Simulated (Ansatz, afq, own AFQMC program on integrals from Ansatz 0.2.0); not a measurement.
## Where AFQMC and coupled cluster stand for SiNH$_{2}$, doublet

```xyz
4

N    -1.1148    0.2645   -0.3002
Si   -0.0711   -1.0879   -0.4771
H    -1.9609    0.4157   -0.8454
H    -0.9703    1.0223    0.3638
```

Connectivity, by distances: NH2–Si.

Basis def2-TZVP. Noble-gas cores (and the filled d shells of Ga–Kr and In–Xe) are frozen. Ansatz 0.2.0 and our own AFQMC program on the same integrals; the CISD trial comes from CCSD amplitudes, and released means the phaseless constraint is let go. Error bars are statistical, one sigma.

Determinant: UHF, the one that the program's search chose, which needn't be the lowest solution. The geometry is a PBE0/def2-SVP stationary point of this or a neighbouring charge and spin state.

No full CI on the walks' own integrals is used here; CCSDT(Q) serves as the reference and is uncertain by about the last step of the cluster series.

```
T1 diagnostic                               : 0.0194
weight of the determinant in the CISD state : 0.869
⟨S²⟩ of the determinant                     : 0.780
size of the correlated space                : 11 electrons in 74 orbitals
```

Reference: CCSDT(Q), correlation energy -8.881 eV. The released energy is read at 2.40 1/Eh (meV from the phaseless value at times in 1/Eh: -13 ± 5 at 0.24, -15 ± 4 at 0.51, -16 ± 5 at 0.99, -17 ± 6 at 1.62, -21 ± 6 at 2.40).

```tsv
level	E − E(reference) (mEh)	share of correlation (%)
HF	326.36	0.00
MP2	37.88	88.39
CCSD	14.23	95.64
CCSD(T)	1.57	99.52
CCSDT	0.77	99.76
ph-AFQMC/HF	-1.26 ± 0.99	100.39
ph-AFQMC/CISD	0.58 ± 0.21	99.82
released AFQMC	-0.18 ± 0.22	100.05
```

Released energies are given only where the last usable release times agree within the noise; a slower fall can still hide under it.
